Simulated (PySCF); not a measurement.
**Spin-orbit coupling and the first ionisation energy along the noble gases**

Two-component X2C-1e calculated with PySCF 2.14: MP2 on generalised Hartree-Fock spinors (GMP2), with spin-orbit coupling off and on (screened by Boettger's factors); no Breit or QED terms. Values in eV; the references (NIST) lie between the lowest levels. Elements whose determinants are no pure J levels are left out.

```
                             element            configurations  spin-free  with spin-orbit   shift  reference
      Ne (x2c-SVPall-2c, 1s2 frozen)       [Ne] → [He] 2s2 2p5     21.254           21.220  -0.034     21.565
     Ar (x2c-SVPall-2c, [Ne] frozen)       [Ar] → [Ne] 3s2 3p5     15.350           15.285  -0.065     15.760
     Kr (x2c-SVPall-2c, [Ne] frozen)  [Kr] → [Ar] 3d10 4s2 4p5     13.879           13.655  -0.224     14.000
Xe (x2c-SVPall-2c, [Ar] 3d10 frozen)  [Xe] → [Kr] 4d10 5s2 5p5     12.239           11.823  -0.416     12.130
```

The largest shift is at Xe, -0.416 eV, where spin-orbit coupling lowers the species with fewer electrons by more than the one with more (starting occupations closed and 5p1/2^2 5p3/2^3).

What remains against the references is mostly the basis and correlation beyond MP2.
